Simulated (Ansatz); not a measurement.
Structure relaxation of Rb2Mg

The calculation used Ansatz, DFT PBE, scalar-relativistic, plane waves, PAW. Cutoff 420 eV, Γ-centred k mesh, Gaussian smearing, no spin polarisation in the final step.

A relaxed cell is given with its space group left out.

```xyz
6
Lattice="8.9715 -4.0563 0.0000 8.9715 4.0563 0.0000 0.0000 0.0000 5.6159" Properties=species:S:1:pos:R:3 pbc="T T T"
Rb   11.4412   -1.8690    4.2119
Rb   11.4412    1.8690    1.4040
Rb    6.5017    1.8690    1.4040
Rb    6.5017   -1.8690    4.2119
Mg    8.9715   -3.3275    1.4040
Mg    8.9715    3.3275    4.2119
```

The zero of energy is the elements' standard structures at the same level; no fitted shifts are applied.

(1) What space group does it have?

(2) How far does it lie from the elements in energy?

(3) Is it a metal?

Answers

(1) Cmcm (No. 63). Conventional cell: a = 17.943 Å, b = 8.113 Å, c = 5.616 Å. Rb is coordinated by 3 Mg at 3.82–4.01 Å; Mg has 2 Mg at 3.16 Å and 6 Rb at 3.82–4.01 Å.

(2) 0.17 eV/atom.

(3) Yes, bands cross the Fermi level on the 6×6×8 mesh.

The final run used a 6×6×8 mesh on its 6-atom cell and 0.10 eV smearing. For metals, differences of a few meV/atom aren't resolved.

Cost: 2 runs of about 4.3 core-minutes in all, on Arm Neoverse V1 (shared hosts).